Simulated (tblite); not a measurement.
C5H11P.
Numbering: `[CH3:1][CH2:2][CH2:3][P:4]1[CH2:5][CH2:6]1` (hydrogens: H7, H8, H9 on C1; H10, H11 on C2; H12, H13 on C3; H14, H15 on C5; H16, H17 on C6)

Cartesian coordinates in Å at the GFN2-xTB level; atoms count from 1:
```xyz
17
C5H11P angstrom
C     -2.046    0.603    0.179
C     -1.636   -0.784   -0.295
C     -0.149   -1.047   -0.072
P      0.925    0.097   -1.097
C      2.482   -0.035   -0.120
C      1.634    1.156    0.235
H     -3.106    0.771    0.004
H     -1.851    0.717    1.244
H     -1.482    1.363   -0.359
H     -2.216   -1.541    0.240
H     -1.862   -0.883   -1.360
H      0.089   -2.069   -0.383
H      0.101   -0.945    0.987
H      2.560   -0.838    0.601
H      3.405    0.156   -0.650
H      2.002    2.128   -0.065
H      1.144    1.164    1.200
```

Method: GFN2-xTB as coded in tblite; computed harmonic values from a numerical Hessian at the method's own geometry, unscaled. Against measured fundamentals such values can be off by several per cent, at times by over 20. One conformer, not necessarily the lowest.

Harmonic wavenumbers (cm⁻¹): 55.8, 103.1, 180.1, 245.5, 258.7, 296.3, 418.2, 660.3, 699.5, 712.4, 755.3, 794.9, 819.1, 842.2, 888.9, 938.8, 996.4, 1009.0, 1034.1, 1062.6, 1116.9, 1135.0, 1144.8, 1197.6, 1236.0, 1276.6, 1343.5, 1403.5, 1411.6, 1432.3, 1442.4, 1488.8, 1498.4, 1501.5, 2934.1, 2943.4, 2955.0, 2975.2, 3016.1, 3026.1, 3037.5, 3045.9, 3047.8, 3055.2, 3071.9.

A = 5659, B = 1747, C = 1591 MHz; mass 102.060 u (most abundant isotopes); point group C1, symmetry number 1.

Question: What is the zero-point energy?

Answer: Half the sum of the wavenumbers: 32254 cm⁻¹ = 385.84 kJ/mol.

Question: Entropy at 298.15 K, 1 bar (ideal gas, RRHO, classical rotation)?

Answer: Translation 166.54, rotation 114.71, vibration 78.97: S = 360.2 J/(mol K).

Question: And Cp and H(298.15 K) − H(0)?

Answer: Cp = 125.22 J/(mol K), of which vibrations give 91.96 (their classical limit is 45 R = 374.2); H(298.15 K) − H(0) = 22.75 kJ/mol without the zero-point energy, 12.84 from vibrations.

Question: Which modes carry the vibrational entropy at 298.15 K?

Answer: 55.8 cm⁻¹: 19.25; 103.1 cm⁻¹: 14.20; 180.1 cm⁻¹: 9.74; 245.5 cm⁻¹: 7.37; 258.7 cm⁻¹: 6.99; 296.3 cm⁻¹: 6.02 J/(mol K); the other 39 give 15.40 together.

Question: What must be added to the electronic energy to get the Gibbs energy at 298.15 K and 1 bar?

Answer: ZPE + [H(298.15 K) − H(0)] − T·S = 385.84 + 22.75 − 107.40 = 301.19 kJ/mol.

Question: Blend soft modes into free rotors: weight 1/[1 + (100 cm⁻¹/ν̃)⁴] for the oscillator and the rest for a rotor with moment μB/(μ + B), μ = h/(8π²ν), B = 10⁻⁴⁴ kg m². What vibrational entropy results?

Answer: 73.46 J/(mol K) in place of 78.97, which changes −T·S at 298.15 K by +1.64 kJ/mol.

Question: How do the functions run with temperature in this model?

Answer: 
| T (K) | S (J/(mol K)) | Cp (J/(mol K)) | H − H(0) (kJ/mol) | G − H(0) (kJ/mol) | ln q(vib) |
| --- | --- | --- | --- | --- | --- |
| 50 | 229.3 | 46.2 | 1.91 | -9.55 | 0.28 |
| 100 | 266.3 | 62.2 | 4.63 | -22.00 | 1.00 |
| 373.15 | 391.4 | 153.5 | 33.21 | -112.84 | 5.64 |
| 500 | 442.4 | 195.9 | 55.47 | -165.75 | 7.98 |
| 750 | 534.1 | 255.7 | 112.47 | -288.08 | 12.68 |
| 1000 | 613.4 | 295.5 | 181.68 | -431.75 | 17.26 |

q(vib) and H(0) count from the zero-point level.

Hindered rotation and anharmonicity are outside this model. Other conformers, if any are populated, would add a mixing term that is left out. The structure is chiral; the term R ln 2 for an equal mix with its mirror image is left out.
